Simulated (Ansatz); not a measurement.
# ClH5OSi: the cost of one run

All numbers below are computed with Ansatz 0.2.0 (RKS PBE-D4/cc-pVDZ).

### Step 1. The structure to begin with

Bond lengths: Si1–O2 2.030 Å, O2–H3 1.010 Å, Si1–H4 1.460 Å, Si1–H5 1.459 Å, Si1–H6 1.459 Å, Si1–Cl7 2.430 Å, Cl7–H8 1.545 Å. Angles: Si1–O2–H3 109.5°, O2–Si1–H4 109.5°, O2–Si1–H5 109.5°, O2–Si1–H6 109.5°, O2–Si1–Cl7 71.6°, H4–Si1–H5 109.5°, H4–Si1–H6 109.5°, H4–Si1–Cl7 67.2°, H5–Si1–H6 109.5°, H5–Si1–Cl7 176.6°, H6–Si1–Cl7 72.8°, Si1–Cl7–H8 64.0°.

As a file:

```xyz
8

Si    0.0000    0.0000    0.0000
O     0.0000    0.0000    2.0300
H    -0.9095   -0.2814    2.3671
H     1.3768    0.0000   -0.4862
H    -0.6877    1.1914   -0.4862
H    -0.6877   -1.1914   -0.4862
Cl    1.2683   -1.9259    0.7662
H     0.6739   -1.0233    1.8701
```

### Step 2. A restrained relaxation towards end A

Springs on the bonds that form and break draw the guess towards this end; the thresholds are loose.

input.yaml

```yaml
crystal:
  periodic: [false, false, false]
  atoms:
    - { symbol: Si, position_ang: [0.0, 0.0, 0.0] }
    - { symbol: O, position_ang: [0.0, 0.0, 2.03] }
    - { symbol: H, position_ang: [-0.9095, -0.2814, 2.3671] }
    - { symbol: H, position_ang: [1.3768, 0.0, -0.4862] }
    - { symbol: H, position_ang: [-0.6877, 1.1914, -0.4862] }
    - { symbol: H, position_ang: [-0.6877, -1.1914, -0.4862] }
    - { symbol: Cl, position_ang: [1.2683, -1.9259, 0.7662] }
    - { symbol: H, position_ang: [0.6739, -1.0233, 1.8701] }
basis:
  gaussian: { orbitals: cc-pVDZ }
hamiltonian:
  xc: pbe
  dispersion: d4
relax:
  f_tol: 0.15
  max_steps: 25
  restrain:
    - { distance: [0, 6], at: 3.33, k: 30.0 }
    - { distance: [7, 1], at: 2.21, k: 30.0 }
    - { distance: [0, 1], at: 1.68, k: 30.0 }
    - { distance: [7, 6], at: 1.37, k: 30.0 }
output:
  orbitals: {}
```

Run with:

```console
ansatz run input.yaml --threads 1 --pin off --max-ram 2048MiB --backend cpu --events-out ev --progress --plain --runs-dir out
```

Q: Estimate wall time and peak memory on 1 thread of Arm Neoverse V1, shared host.

About 21 s, with a peak of 0.12 GiB.
